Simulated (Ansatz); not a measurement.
# BH3O: the cost of one run

Computed with Ansatz 0.2.0, Gaussian basis. Level: single points in def2-TZVPP.

Cores are frozen in the correlated methods. B3LYP uses VWN-RPA correlation.

## 1. Starting geometry

SMILES `BO`, 5 atoms, charge 0, spin multiplicity 1.

Atoms are counted from 1 here; the program's logs count them from 0.

Bond lengths: B1–O2 1.330 Å, B1–H3 1.206 Å, B1–H4 1.197 Å, O2–H5 1.022 Å. Angles: O2–B1–H3 116.0°, O2–B1–H4 123.7°, H3–B1–H4 120.2°, B1–O2–H5 119.3°.

Geometry (Å):

```
B    -0.22240   -0.36090    0.06670
O     0.41180    0.77340    0.35150
H    -0.79170   -0.89400    0.98710
H    -0.28310   -0.82990   -1.03250
H     0.95650    1.23790   -0.37780
```

## 2. CCSD(T)/def2-TZVPP

The input, run/in.yaml:

```yaml
crystal:
  periodic: [false, false, false]
  atoms:
    - {symbol: B, position_ang: [-0.222400, -0.360900, 0.066700]}
    - {symbol: O, position_ang: [0.411800, 0.773400, 0.351500]}
    - {symbol: H, position_ang: [-0.791700, -0.894000, 0.987100]}
    - {symbol: H, position_ang: [-0.283100, -0.829900, -1.032500]}
    - {symbol: H, position_ang: [0.956500, 1.237900, -0.377800]}
basis:
  gaussian: {orbitals: def2-TZVPP}
correlation: {method: ccsd_t}
output: {forces: true}
```

Command:

```
$ ansatz run in.yaml --threads 4 --pin off --events-out ev --progress --plain --max-ram 5222MiB
```

**Question.** How long does this run take on 4 threads of Arm Neoverse N1, shared host, and how much memory does it need?

About 8.5 s, with a peak of 0.61 GiB.
